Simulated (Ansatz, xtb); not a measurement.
## Worked example: AlH(CH3)(OH) → Al(CH3)O + H2

Species: AlH(CH3)(OH), singlet; Al(CH3)O, singlet; H2 (hydrogen), singlet. 

Shapes, held fixed at every level: PBE0-D4/def2-TZVP. Flexible molecules stand in one conformer, not always the lowest. Programs: Ansatz 0.2.0, xtb 6.7.1. The zero-point and thermal change to 298 K, harmonic and unscaled (PBE0-D4/def2-TZVP), is -13.2 kJ/mol.

At CCSD(T)/CBS estimate; 1 Eh = 2625.50 kJ/mol:

```
     species  energy (Eh)
AlH(CH3)(OH)  -358.310211
    Al(CH3)O  -357.043200
          H2    -1.175441
```

Q: Work out ΔH(298 K) of the reaction at this level.

A: 
1. Products less reactants: (-357.043200) + (-1.175441) − [(-358.310211)] = 0.091570 Eh = +240.4 kJ/mol.
2. With the thermal change: +240.4 + (-13.2) = +227.2 kJ/mol.

Other levels give +211.8 (MP2/def2-TZVPP) to +283.6 kJ/mol (HF/def2-TZVPP). No measured value is set beside it here. The CBS estimate extrapolates MP2 from def2-TZVPP and def2-QZVPP and adds CCSD(T) − MP2 in the triple-zeta set, cores frozen; for H2 it overshoots the exact energy by about 1 mEh.
